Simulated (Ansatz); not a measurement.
**Reading a saddle point**

A first-order saddle point of BH$_{3}$SO, singlet, PBE0-D4/def2-TZVP, with one imaginary mode of 1284i cm⁻¹:

B1  (-0.358, 0.728, -0.316)
S2  (1.147, -0.570, 0.512)
O3  (-0.826, -0.046, -1.201)
H4  (0.180, -0.888, -0.616)
H5  (-0.450, 1.809, 0.168)
H6  (0.307, -1.034, 1.453)
(Å)

Ansatz 0.2.0; basis: def2-TZVPP and def2-QZVPP; cores frozen in the correlated methods. Extrapolation: Hartree–Fock as exp(−7.88 √X), correlation as X^−2.97.

(1) Which contacts change along the imaginary mode, and what lies on either side? (A judgement: the text doesn't fix the answer.)

(2) Which side is lower, and how far does the saddle lie above each? (To be estimated.)

T1 diagnostic: at most 0.019.

Results:

(1) Computed: The step is BH₃SO ([OH][BH][SH]) → BHO ([BH][O]) + H₂S, with the molecules in contact on both sides. Shortening one way: S2–H4; lengthening the same way: B1–S2, O3–H4.
```json
{"pair": "S2–H4", "one side (Å)": "2.79", "saddle (Å)": "1.52", "other side (Å)": "1.34"}
{"pair": "B1–S2", "one side (Å)": "1.81", "saddle (Å)": "2.15", "other side (Å)": "3.31"}
{"pair": "O3–H4", "one side (Å)": "0.96", "saddle (Å)": "1.44", "other side (Å)": "2.80"}
```

(2) The calculation gives: The side with B1–S2, O3–H4 short is lower by 1.123 eV; the saddle lies 2.180 eV above it and 1.056 eV above the other (CCSD(T) at an estimated basis limit (MP2 extrapolated from triple and quadruple zeta, plus CCSD(T) − MP2 in triple zeta); electronic energies).

Labels in which every atom is bracketed show which atoms are joined, not bond orders.

For scale, one of the runs: CCSD(T)/def2-TZVPP, 146 basis functions, launched by `ansatz run in.yaml --threads 2 --pin off --events-out ev --progress --plain --max-ram 4352MiB`. Hardware: 2 CPU threads of an Arm Neoverse V2, shared host. Wall time 13 s; peak host memory 0.88 GiB.
